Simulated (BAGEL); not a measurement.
**C4H2N (1-cyano propargyl radical): ROHF/6-31G(d) (density fitting with cc-pvqz-jkfit, spherical functions)**

What is the vertical doublet–quartet gap of C4H2N (1-cyano propargyl radical) at ROHF/6-31G* (density fitting with cc-pvqz-jkfit, spherical functions)? 

The calculation is run with BAGEL 1.2.2.

5 further runs of the same task are left out: 3 that didn't finish, 2 set aside as unsound or not needed.

### Step 1. The system as given

C4H2N has 7 atoms, charge 0, and is taken as a doublet. As SMILES, `C#C[CH]C#N`. The coordinates come from a PBE0-D4/def2-TZVP relaxation.

Bond lengths: C1–C2 1.214 Å, C2–C3 1.376 Å, C3–C4 1.397 Å, C4–N5 1.158 Å, C1–H6 1.065 Å, C3–H7 1.085 Å. Angles: C1–C2–C3 179.0°, C2–C3–C4 122.3°, C3–C4–N5 178.7°, C2–C1–H6 179.6°, C2–C3–H7 119.9°, C4–C3–H7 117.7°.

### Step 2. A single-point energy at ROHF/6-31G(d) (density fitting with cc-pvqz-jkfit, spherical functions)

Contents of job.json:

```json
{ "bagel": [

{
  "title": "molecule",
  "basis": "6-31gs.json",
  "df_basis": "cc-pvqz-jkfit",
  "angstrom": true,
  "geometry": [
    { "atom": "C", "xyz": [   -0.553800,   -0.439980,    1.781470 ] },
    { "atom": "C", "xyz": [   -0.017650,   -0.223020,    0.713850 ] },
    { "atom": "C", "xyz": [    0.610250,    0.015320,   -0.486960 ] },
    { "atom": "C", "xyz": [   -0.068900,    0.523780,   -1.597160 ] },
    { "atom": "N", "xyz": [   -0.609130,    0.944560,   -2.531610 ] },
    { "atom": "H", "xyz": [   -1.030320,   -0.627980,    2.715110 ] },
    { "atom": "H", "xyz": [    1.669550,   -0.192690,   -0.594690 ] }
  ]
},
{
  "title": "rohf",
  "charge": 0,
  "nopen": 1
},
{
  "title": "print",
  "file": "orbitals.molden",
  "orbitals": true
}

]}
```

The basis set 6-31G* is read from a file made from the Basis Set Exchange's data (not shown).

Started as:

```sh
$ BAGEL_NUM_THREADS=1 BAGEL job.json > job.out
```

The log of the run:

```text
* using 1 threads per process

  ===============================================================
  ===============================================================

  *** Geometry ***

  { "atom" : "C", "xyz" : [     -1.046530,     -0.831442,      3.366490 ] },
  { "atom" : "C", "xyz" : [     -0.033354,     -0.421447,      1.348981 ] },
  { "atom" : "C", "xyz" : [      1.153205,      0.028951,     -0.920221 ] },
  { "atom" : "C", "xyz" : [     -0.130202,      0.989801,     -3.018195 ] },
  { "atom" : "N", "xyz" : [     -1.151089,      1.784960,     -4.784050 ] },
  { "atom" : "H", "xyz" : [     -1.947023,     -1.186710,      5.130814 ] },
  { "atom" : "H", "xyz" : [      3.154992,     -0.364131,     -1.123801 ] },

  Number of auxiliary basis functions:      632

  Since a DF basis is specified, we compute 2- and 3-index integrals:
    o Being stored without compression. Storage requirement is 0.028 GB

  Number of basis functions:       74
  Number of electrons      :       33

    * METHOD: MOLECULE                             0.31

  *** Open-shell HF ***

  === Nuclear Repulsion ===
   117.6476637556

      * DIIS with orbital gradients will be used.

  === ROHF iteration (6-31gs.json) ===
      0       -206.75421452          0.04299678           0.10
      1       -206.83507532          0.03898020           0.10
      2       -206.84418873          0.03714145           0.10
      3       -206.96191254          0.00264898           0.11
      4       -206.96274488          0.00154155           0.10
      5       -206.96340036          0.00073762           0.11
      6       -206.96374963          0.00050683           0.10
      7       -206.96400496          0.00029273           0.10
      8       -206.96412525          0.00010007           0.10
      9       -206.96432346          0.00006168           0.10
     10       -206.96432579          0.00003160           0.10
     11       -206.96433753          0.00001409           0.10
     12       -206.96433477          0.00000787           0.10
     13       -206.96433738          0.00000352           0.10
     14       -206.96433701          0.00000142           0.10
     15       -206.96433736          0.00000074           0.10
     16       -206.96433740          0.00000043           0.11
     17       -206.96433735          0.00000027           0.10
     18       -206.96433735          0.00000013           0.10
     19       -206.96433734          0.00000008           0.10
     20       -206.96433733          0.00000004           0.10
     21       -206.96433733          0.00000002           0.10
     22       -206.96433733          0.00000001           0.10
     23       -206.96433732          0.00000001           0.10
    * SCF iteration converged.

    * S^2 (ROHF) is 0.7500

    * Permanent dipole moment:
           (   -0.615715,     0.574664,    -1.363938) a.u.

    * METHOD: ROHF                                 2.63

    * METHOD: PRINT                                0.01

  ===============================================================
```

Wall time 3.3 s (1 thread of Arm Neoverse V2, shared host); peak memory 0.12 GiB.

### Step 3. The quartet at the same level

Contents of hf.json:

```json
{ "bagel": [

{
  "title": "molecule",
  "basis": "6-31gs.json",
  "df_basis": "cc-pvqz-jkfit",
  "angstrom": "true",
  "geometry": [
    { "atom": "C", "xyz": [      -0.553800,      -0.439980,       1.781470 ] },
    { "atom": "C", "xyz": [      -0.017650,      -0.223020,       0.713850 ] },
    { "atom": "C", "xyz": [       0.610250,       0.015320,      -0.486960 ] },
    { "atom": "C", "xyz": [      -0.068900,       0.523780,      -1.597160 ] },
    { "atom": "N", "xyz": [      -0.609130,       0.944560,      -2.531610 ] },
    { "atom": "H", "xyz": [      -1.030320,      -0.627980,       2.715110 ] },
    { "atom": "H", "xyz": [       1.669550,      -0.192690,      -0.594690 ] }
  ]
},

{ "title": "rohf", "nopen": 3 },

{ "title": "print", "file": "orbitals.molden", "orbitals": "true" }

]}
```

The basis set 6-31G* is read from a file made from the Basis Set Exchange's data (not shown).

Started as:

```sh
$ BAGEL_NUM_THREADS=1 BAGEL hf.json > hf.out
```

The log of the run:

```text
* using 1 threads per process

  ===============================================================
  ===============================================================

  *** Geometry ***

  { "atom" : "C", "xyz" : [     -1.046530,     -0.831442,      3.366490 ] },
  { "atom" : "C", "xyz" : [     -0.033354,     -0.421447,      1.348981 ] },
  { "atom" : "C", "xyz" : [      1.153205,      0.028951,     -0.920221 ] },
  { "atom" : "C", "xyz" : [     -0.130202,      0.989801,     -3.018195 ] },
  { "atom" : "N", "xyz" : [     -1.151089,      1.784960,     -4.784050 ] },
  { "atom" : "H", "xyz" : [     -1.947023,     -1.186710,      5.130814 ] },
  { "atom" : "H", "xyz" : [      3.154992,     -0.364131,     -1.123801 ] },

  Number of auxiliary basis functions:      632

  Since a DF basis is specified, we compute 2- and 3-index integrals:
    o Being stored without compression. Storage requirement is 0.028 GB

  Number of basis functions:       74
  Number of electrons      :       33

    * METHOD: MOLECULE                             0.31

  *** Open-shell HF ***

  === Nuclear Repulsion ===
   117.6476637556

      * DIIS with orbital gradients will be used.

  === ROHF iteration (6-31gs.json) ===
      0       -206.34709500          0.04609977           0.10
      1       -205.48482195          0.09233607           0.10
      2       -203.05401715          0.14195043           0.10
      3       -206.48332603          0.02992683           0.10
      4       -206.63610321          0.01201072           0.10
      5       -206.70700306          0.01157842           0.10
      6       -206.75369728          0.00775184           0.10
      7       -206.78048813          0.00210227           0.10
      8       -206.78224928          0.00122883           0.10
      9       -206.78300882          0.00087130           0.10
     10       -206.78342063          0.00031989           0.10
     11       -206.78359250          0.00018435           0.10
     12       -206.78363295          0.00010960           0.10
     13       -206.78366094          0.00004644           0.10
     14       -206.78368943          0.00002167           0.10
     15       -206.78369651          0.00001077           0.10
     16       -206.78369849          0.00000436           0.10
     17       -206.78369896          0.00000220           0.10
     18       -206.78369887          0.00000142           0.10
     19       -206.78369895          0.00000080           0.10
     20       -206.78369893          0.00000049           0.10
     21       -206.78369900          0.00000031           0.10
     22       -206.78369903          0.00000017           0.10
     23       -206.78369908          0.00000007           0.10
     24       -206.78369912          0.00000004           0.10
     25       -206.78369913          0.00000002           0.10
     26       -206.78369913          0.00000001           0.10
     27       -206.78369913          0.00000001           0.10
    * SCF iteration converged.

    * S^2 (ROHF) is 3.7500

    * Permanent dipole moment:
           (   -0.570395,     0.593249,    -1.454956) a.u.

    * METHOD: ROHF                                 2.94

    * METHOD: PRINT                                0.01

  ===============================================================
```

It took 3.6 s on 1 thread of Arm Neoverse V2, shared host; peak memory 0.12 GiB.

### Step 4. Summary of results

At ROHF/6-31G* (density fitting with cc-pvqz-jkfit, spherical functions):

```
                                        quantity          value
                           doublet: total energy  -206.96434 Eh
                          doublet: dipole moment         4.07 D
                                   doublet: ⟨S²⟩          0.750
                           quartet: total energy  -206.78370 Eh
                          quartet: dipole moment         4.25 D
                                   quartet: ⟨S²⟩          3.750
vertical energy of the quartet above the doublet       4.915 eV
```

**Reading.** At this shape the quartet lies 4.92 eV (474 kJ/mol) above the doublet.
